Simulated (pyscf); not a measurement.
Structures and frequencies: ωB97X-D3(BJ)/def2-SVP in PySCF.

### Question
For the elementary gas-phase step HF + HO–MoH(F)(F)(F)–F → F–MoH(F)(F)(F)–F + H₂O (singlet surface; F–H, Mo–O broken, F–Mo, H–O formed), what barrier and reaction energy does ωB97M-D3(BJ)/def2-TZVP give, measured from the separated reactants?

### Answer
ΔE‡ = 37.3 kJ/mol, ΔE = -1.9 kJ/mol. Zero-point energy shifts the barrier by +2.5 kJ/mol. It is a four-centre exchange, with an imaginary mode of 591i cm⁻¹. On the reactant side the descent ends in a complex (not fully relaxed), 20.2 kJ/mol under the separated species and 60.7 kJ/mol under the saddle at ωB97X-D3(BJ)/def2-TZVP. On the product side the descent ends in an adduct with a Mo–O contact, 49.8 kJ/mol under the separated species and 90.6 kJ/mol under the saddle at ωB97X-D3(BJ)/def2-TZVP. What is counted as broken (Mo–O) persists as a longer contact in the product adduct; parting that adduct is a step of its own. This is the saddle that the search found; another between the same sides may lie lower. Elements past Kr carry the def2 core potentials, without spin-orbit coupling.
